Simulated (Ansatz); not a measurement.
Titanium, hcp: convergence with Fermi-Dirac smearing

Computed with Ansatz, r²SCAN, scalar-relativistic PAW, on the relaxed cell (a = 2.936 Å, c = 4.642 Å (c/a = 1.581); spin not included). Errors count from a run at 500 eV on a Γ-centred 20×20×11 mesh with Fermi-Dirac smearing of 0.1 eV, extrapolated to zero width. Fixed here: cutoff 500 eV, mesh 12×12×7. The SCF starts from atomic densities corrected by a trained network.

```csv
width (eV),E(σ→0) error (meV/atom),F error (meV/atom),P (GPa),SCF iterations
0.01,-0.6,-0.9,-0.14,6
0.03,-0.9,-2.3,-0.11,6
0.1,0.0,-16.2,0.00,6
0.2,8.1,-70.9,0.65,6
0.3,21.3,-176.2,1.86,6
0.6,23.5,-790.0,7.52,6
1.0,-135.2,-2158.6,16.67,6
```
